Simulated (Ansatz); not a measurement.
We consider body-centred tetragonal In, described by BLYP in Ansatz (plane waves, PAW).

Input file:

Ansatz 0.2 input:
```yaml
crystal:
  lattice:
    - [-1.7313970264, 1.7313970264, 2.5857878781]
    - [1.7313970264, -1.7313970264, 2.5857878781]
    - [1.7313970264, 1.7313970264, -2.5857878781]
  atoms:
    - { symbol: In, position: [0.0, 0.0, 0.0] }
basis:
  ecutwfc: 520
  ecutrho_ratio: 4
  xc_grid: 2
kpoints:
  mp_grid: { grid: [24, 24, 24] }
hamiltonian:
  xc: blyp
  dispersion: none
  pseudopotentials: { kind: paw }
scf:
  occupations: { method: fermi_dirac, width: 0.05 }
  convergence: { dr2_threshold: 0.0000000001 }
output:
  forces: false
  stress: true
  eigenvalues: true
```

The run printed, among other lines:

```
Crystal: 1 atoms, lattice volume = 31.006 Å³
Basis set: ecut = 520 eV, 869 PW (Γ), exchange–correlation on 54×54×54 points (8 copies of the dense FFT grid, shifted against one another)
Bands: 11, of which v1, the nominal top of the filled ones, is band 7 counted from 1 (6 counted from 0)
Symmetry: 16 space group operations
Space group: I4/mmm (ITA 139), of the structure as read, at distance tolerance 3.1e-5 Å
k-points: 1063 of 13824
Functional: x = b88, c = lyp
SCF iter   1: F=—  HF=-5613.811354 eV  |F-HF|=—  |Δ(HF+E_count)|=         —  Δρ=5.56e-3  dr2=6.69e-3
SCF iter   2: F=—  HF=-5613.811154 eV  |F-HF|=—  |Δ(HF+E_count)|=   2.00e-4  Δρ=3.52e-3  dr2=3.05e-3
  ...
SCF iter   7: F=—  HF=-5613.811709 eV  |F-HF|=—  |Δ(HF+E_count)|=   4.56e-8  Δρ=7.51e-6  dr2=1.00e-8
SCF iter   8: F=-5613.811709 eV  HF=-5613.811709 eV  |F-HF|=4.18e-11  |Δ(HF+E_count)|=   4.91e-9  Δρ=4.81e-7  dr2=3.72e-11
SCF 1 converged in 8 iterations: F = -5613.811709 eV  dr2 = 3.72e-11
SCF converged after 8 iterations
Free energy (F): -5613.811709 eV
Internal energy: -5613.807642 eV  (E = F + TS)
E sigma→0 (E₀):  -5613.809675 eV
Fermi energy:    8.469672 eV
--- Stress (GPa, compression-positive) ---
        0.007556       0.000000       0.000000
        0.000000       0.007556       0.000000
        0.000000       0.000000       0.005811
  P = ⅓ Tr σ = 0.0070 GPa (0.070 kbar)
```

The PAW data were made under PBE.

Note: the cell is over a tenth larger than the published one: the level's own overestimate first of all, though another phase or state, or a fault of the published cell, is possible.

Ansatz is a quantum-chemistry and plane-wave program.
